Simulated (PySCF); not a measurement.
**NO₂: doublet, from a linear start**

The task is one start of a wider search on NO₂: the doublet, from a linear start. It is relaxed, tested by its Hessian and followed downhill if it is a saddle.

The runs use PySCF 2.14.0; PBE0, basis N def2-TZVP, O def2-TZVP, no relativity, density fitting.

### Step 1. The system as given

3 atoms, charge 0, spin multiplicity 2.

Bond lengths: N1–O2 1.170 Å, N1–O3 1.170 Å. Angles: O2–N1–O3 180.0°.

Z-matrix (Å, degrees; charge 0 multiplicity 2):
```
N
O  1 1.1700
O  1 1.1700 2 180.00
```

### Step 2. First SCF at the start

One driver script runs all steps and calls PySCF; scf.py shows how it sets up the SCF of each step. The optimiser is the driver's own. After this first run the driver tries any further starts and a stability analysis.

Contents of scf.py:

```python
from pyscf import gto, scf, dft
mol = gto.M(atom='''
N      0.000000     0.000000     0.000000
O      0.000000     0.000000     1.170000
O      0.000000     0.000000    -1.170000''',
    basis={'N': 'def2-TZVP', 'O': 'def2-TZVP'},
    charge=0, spin=1)
mf = dft.UKS(mol, xc='PBE0')
mf.grids.atom_grid = (50, 194)
aux = {'N': 'def2-universal-JKFIT', 'O': 'def2-universal-JKFIT'}
mf = mf.density_fit(auxbasis=aux)
mf.conv_tol = 1e-08
mf.diis_space = 10
mf.max_cycle = 60
mf.init_guess = 'minao'
mf.verbose = 4
mf.kernel()
```

The run is started by

```
OMP_NUM_THREADS=4 python axn.py task.json out
```

The log of the run:

```text
init E= -205.619818030893
[... the frontier-level lines of each cycle are left out ...]
cycle= 1 E= -204.767893125289  delta_E= 0.852  |g|=  0.6  |ddm|= 1.47
cycle= 2 E= -204.494161794107  delta_E= 0.274  |g|= 1.11  |ddm|= 0.749
cycle= 3 E= -204.892407481801  delta_E= -0.398  |g|= 0.0257  |ddm|= 0.452
cycle= 4 E= -204.892676807657  delta_E= -0.000269  |g|= 0.0065  |ddm|= 0.0298
cycle= 5 E= -204.892698721626  delta_E= -2.19e-05  |g|= 0.00211  |ddm|= 0.00835
cycle= 6 E= -204.892701682804  delta_E= -2.96e-06  |g|= 0.000931  |ddm|= 0.00213
cycle= 7 E= -204.892702354973  delta_E= -6.72e-07  |g|= 0.000234  |ddm|= 0.00115
cycle= 8 E= -204.892702466834  delta_E= -1.12e-07  |g|= 4.67e-05  |ddm|= 0.000455
cycle= 9 E= -204.892702471186  delta_E= -4.35e-09  |g|= 5.77e-06  |ddm|= 9.63e-05
Extra cycle  E= -204.89270247122  delta_E= -3.39e-11  |g|= 2.78e-06  |ddm|= 6.09e-06
converged SCF energy = -204.89270247122  <S^2> = 0.75441383  2S+1 = 2.004409
```

This step, with its further starts and checks, took 1.7 s on 4 threads of Intel Xeon 6975P-C (Granite Rapids), shared host.

The test of internal stability found no lower solution of this spin.

### Step 3. Linear start, doublet: relaxation

The program finds D∞h symmetry in the start, which this walk keeps.

Changes to scf.py since step 2:

```diff
@@ -15 +14,0 @@
-mf.init_guess = 'minao'
```

Steps of the walk:

```csv
step,energy (Eh),change (kJ/mol),largest symmetric gradient (Eh/bohr)
0,-204.892702,0.00,0.03255
1,-204.893106,-1.06,0.02354
2,-204.893737,-2.71,0.00160
3,-204.893739,-2.72,0.00008
```

The walk took 2.4 s.

It settles in D∞h symmetry, 2.7 kJ/mol below the start, after 3 steps: N–O 1.187 Å (×2); O–N–O 180.0°.

### Step 4. Hessian and properties

The point is checked on the finer grid, and tightened if its gradient asks for it. The Hessian and the dipole derivatives come from central differences of analytic gradients, with steps of 0.02 bohr.

Changes to scf.py since step 3:

```diff
@@ -3,3 +3,3 @@
-N      0.000000     0.000000     0.000000
-O      0.000000     0.000000     1.170000
-O      0.000000     0.000000    -1.170000''',
+N     -0.000000    -0.000000     0.000000
+O     -0.000000    -0.000000     1.187226
+O      0.000000     0.000000    -1.187226''',
@@ -9 +9 @@
-mf.grids.atom_grid = (50, 194)
+mf.grids.atom_grid = (75, 302)
@@ -12 +12 @@
-mf.conv_tol = 1e-08
+mf.conv_tol = 1e-10
```

This SCF starts from the last density.

SCF at the final geometry:

```text
init E= -204.893738334611
[... the frontier-level lines of each cycle are left out ...]
cycle= 1 E= -204.89373833459  delta_E= 2.1e-11  |g|= 8.33e-06  |ddm|= 5.22e-06
Extra cycle  E= -204.89373833445  delta_E= 1.41e-10  |g|= 2.13e-05  |ddm|= 1.34e-05
converged SCF energy = -204.89373833445  <S^2> = 0.75465883  2S+1 = 2.0046534
```

The whole step took 37 s.

Geometry: D∞h; N–O 1.187 Å (×2); O–N–O 180.0°.

Harmonic modes (main isotopes):

```csv
ω (cm⁻¹),IR (km/mol),μ (u)
1302i,7.3,14.55
1301i,7.2,14.55
1245,0.0,15.99
2021,357,14.55
```

2 modes are imaginary, the largest at 1302i cm⁻¹: a saddle point, not a minimum.

The SCF density has lower symmetry than the nuclear frame, so the modes carry no labels; pairs that should be degenerate can split.

Constants and moments:

```
Dipole moment                                                   : 0.00 D
Highest occupied level                                          : -5.26 eV
Lowest empty level                                              : -1.90 eV
Rotational constants                                            : 0.3739 cm⁻¹
Zero-point energy (real modes)                                  : 19.5 kJ/mol
Principal polarisabilities                                      : 8.9, 9.1, 28.0 bohr³
Atomisation energy without zero-point energy                    : 821 kJ/mol
Principal traceless quadrupole moments about the centre of mass : -3.05, 0.87, 2.18 D Å
Spin squared ⟨S²⟩                                               : 0.755
```

Charges (e) and bond orders:

```tsv
atom	Mulliken	Löwdin	polar tensor	spin (Mulliken)	Mayer order to N1
N1	0.47	-0.07	0.45	0.56	–
O2,3	-0.24	0.04	-0.22	0.22	1.80
```

Mulliken populations on N1: s 3.08, p 3.27, d 0.16, f 0.02.

### Step 5. Following the imaginary mode

The start is the last point, displaced along its most imaginary mode.

The program finds C2v symmetry in the start, which this walk keeps.

Changes to scf.py since step 4:

```diff
@@ -3,3 +3,3 @@
-N     -0.000000    -0.000000     0.000000
-O     -0.000000    -0.000000     1.187226
-O      0.000000     0.000000    -1.187226''',
+N      0.084961    -0.084744     0.000000
+O     -0.037191     0.037096     1.187226
+O     -0.037191     0.037096    -1.187226''',
@@ -9 +9 @@
-mf.grids.atom_grid = (75, 302)
+mf.grids.atom_grid = (50, 194)
@@ -12 +12 @@
-mf.conv_tol = 1e-10
+mf.conv_tol = 1e-08
```

Energy and gradient, step by step:

```csv
step,energy (Eh),change (kJ/mol),largest symmetric gradient (Eh/bohr)
0,-204.916111,0.00,0.06582
1,-204.950773,-91.01,0.04067
2,-204.952378,-95.22,0.03233
3,-204.953623,-98.49,0.00370
4,-204.953641,-98.54,0.00188
5,-204.953651,-98.56,0.00006
```

The walk took 4.5 s.

Geometry (Å) and forces (eV/Å) at some steps:

```
step 0
N    0.085  -0.085   0.000   3.385  -3.376   0.000
O   -0.037   0.037   1.187  -1.692   1.688  -1.845
O   -0.037   0.037  -1.187  -1.692   1.688   1.845
step 1
N    0.201  -0.200   0.000  -0.012   0.012   0.000
O   -0.095   0.095   1.129   0.006  -0.006  -2.091
O   -0.095   0.095  -1.129   0.006  -0.006   2.091
step 3
N    0.220  -0.220   0.000  -0.174   0.173   0.000
O   -0.105   0.105   1.093   0.087  -0.087  -0.190
O   -0.105   0.105  -1.093   0.087  -0.087   0.191
step 5
N    0.218  -0.218   0.000   0.000   0.000   0.000
O   -0.104   0.103   1.092   0.000   0.000   0.003
O   -0.104   0.103  -1.092   0.000   0.000  -0.003
```

End point (C2v, 5 steps, 98.6 kJ/mol gained): N–O 1.183 Å (×2); O–N–O 134.8°.

### Step 6. Frequencies

The same treatment as at the point before.

Changes to scf.py since step 5:

```diff
@@ -3,3 +3,3 @@
-N      0.084961    -0.084744     0.000000
-O     -0.037191     0.037096     1.187226
-O     -0.037191     0.037096    -1.187226''',
+N      0.223878    -0.223306     0.000000
+O     -0.097999     0.097749     1.091852
+O     -0.097999     0.097749    -1.091852''',
@@ -9 +9 @@
-mf.grids.atom_grid = (50, 194)
+mf.grids.atom_grid = (75, 302)
@@ -12 +12 @@
-mf.conv_tol = 1e-08
+mf.conv_tol = 1e-10
```

SCF at the final geometry:

```text
init E= -204.953634653131
[... the frontier-level lines of each cycle are left out ...]
cycle= 1 E= -204.953634653093  delta_E= 3.83e-11  |g|= 1.08e-05  |ddm|= 7.29e-06
cycle= 2 E= -204.953634652751  delta_E= 3.42e-10  |g|= 3.22e-05  |ddm|= 2.16e-05
cycle= 3 E= -204.953634653136  delta_E= -3.85e-10  |g|= 6.61e-07  |ddm|= 1.62e-05
cycle= 4 E= -204.953634653136  delta_E= 6.25e-13  |g|= 8.23e-08  |ddm|= 2.89e-07
Extra cycle  E= -204.953634653136  delta_E= -6.82e-13  |g|= 1.14e-07  |ddm|= 1.16e-07
converged SCF energy = -204.953634653136  <S^2> = 0.7541129  2S+1 = 2.0041087
```

The whole step took 13 s on 4 threads of Intel Xeon 6975P-C (Granite Rapids), shared host.

Geometry: C2v; N–O 1.183 Å (×2); O–N–O 134.8°.

Harmonic modes (main isotopes):

| symmetry | ω (cm⁻¹) | IR (km/mol) | μ (u) |
| --- | --- | --- | --- |
| a1 | 782 | 7.1 | 15.15 |
| a1 | 1443 | 0.4 | 15.33 |
| b2 | 1784 | 456 | 14.62 |

Every mode is real; the point is a minimum.

Properties at this point:

- Dipole moment: 0.34 D
- Highest occupied level: -8.22 eV
- Lowest empty level: -3.63 eV
- Rotational constants: 8.374, 0.442, 0.4199 cm⁻¹
- Zero-point energy: 24.0 kJ/mol
- Principal polarisabilities: 9.3, 11.3, 26.4 bohr³
- Atomisation energy without zero-point energy: 978 kJ/mol
- Principal traceless quadrupole moments about the centre of mass: -2.74, 0.80, 1.94 D Å
- Entropy at 298.15 K and 1 bar (electronic part: spin only): 239.5 J/(mol K)
- Heat capacity Cp at 298.15 K: 36.6 J/(mol K)
- Enthalpy at 298.15 K above 0 K: 10.16 kJ/mol
- Rotational symmetry number: 2
- Spin squared ⟨S²⟩: 0.754

Populations by atom (charges in e):

| atom | Mulliken | Löwdin | polar tensor | spin (Mulliken) | Mayer order to N1 |
| --- | --- | --- | --- | --- | --- |
| N1 | 0.37 | -0.11 | 0.83 | 0.48 | – |
| O2,3 | -0.19 | 0.05 | -0.41 | 0.26 | 1.79 |

Mulliken populations on N1: s 3.43, p 3.00, d 0.18, f 0.02.

### Step 7. All stationary points

| spin | group | bonds | imaginary modes (cm⁻¹) | ΔE (kJ/mol) | with zero-point energy |
| --- | --- | --- | --- | --- | --- |
| doublet | C2v | N–O 1.183 Å (×2) | none | 0.0 | 0.0 |
| doublet | D∞h (density of lower symmetry) | N–O 1.187 Å (×2) | 1302i, 1301i | 157.3 | – |

### Step 8. What came out

```
                                          quantity                           value
                                           minimum                    doublet, C2v
                                          geometry  N–O 1.183 Å (×2); O–N–O 134.8°
                                wavenumbers (cm⁻¹)  782 (a1), 1443 (a1), 1784 (b2)
                                     dipole moment                          0.34 D
highest occupied, lowest empty level (either spin)                 -8.22, -3.63 eV
                         polar-tensor charge of N1                         +0.83 e
                                 zero-point energy                     24.0 kJ/mol
                               entropy at 298.15 K                 239.5 J/(mol K)
         atomisation energy (no zero-point energy)                      978 kJ/mol
                                              ⟨S²⟩                           0.754
```

What this shows: From D∞h at the start the molecule goes to a C2v minimum, after a stop at a second-order saddle point 157.3 kJ/mol higher, from which it was pushed off along an imaginary mode. In the infrared the band at 1784 cm⁻¹ (b2) leads. Other starts or spin states, not run here, may lie lower.

The search up to here took 59 s.
